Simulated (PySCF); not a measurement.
**Basis set benchmark on one molecule**

Molecule: SMILES O=C(C=C)Cl, C₃H₃ClO.

Cartesian coordinates in Å; atom numbers follow the order of the lines, from 1:
```xyz
8

C    -0.602    0.403   -0.191
C     0.580    0.679    0.366
C     1.816    0.567   -0.437
O     1.901    0.255   -1.579
Cl    3.272    0.963    0.518
H    -0.660    0.094   -1.239
H    -1.530    0.476    0.380
H     0.684    0.989    1.408
```

Geometry PBE0-D3(BJ)/def2-SVP throughout; GIAO in PySCF 2.14, gas phase, one conformer, non-relativistic; equivalent atoms averaged; functional PBE0.

Reference values (measured; solution, not stated per compound (mostly CDCl3 or CCl4); Pretsch, Buehlmann, Badertscher, Structure Determination of Organic Compounds, 4th ed. (2009)): δ(H8) = 6.35 ppm, δ(H7) = 6.16 ppm, δ(H6) = 6.63 ppm. Computed shifts are taken against TMS, calculated as an isolated molecule at each level.

**Question.** How do the basis sets pcSseg-0, cc-pVDZ, aug-cc-pVDZ, cc-pVTZ, IGLO-III perform against the reference? Times are CPU seconds on 1 thread of an Intel Xeon Platinum 8488C, shared host.

**Answer.** 
```csv
basis set,functions,H8,H7,H6,mean abs. error H,core-s
pcSseg-0,55,6.40,6.52,7.28,0.35,3.4
cc-pVDZ,89,6.16,5.94,6.75,0.18,6.6
aug-cc-pVDZ,146,6.75,6.16,7.02,0.26,12
cc-pVTZ,196,6.62,6.05,6.88,0.21,18
IGLO-III,214,6.64,6.02,6.88,0.23,19
```

For ¹H the closest is cc-pVDZ (0.18 ppm) and the furthest pcSseg-0 (0.35 ppm). Where a smaller basis beats a larger one, errors probably cancel. One molecule is a small sample, and vibrational and solvent effects are absent from the calculation.

A small basis that lands close on one nucleus may do so by chance; judge by the trend and by all nuclei.
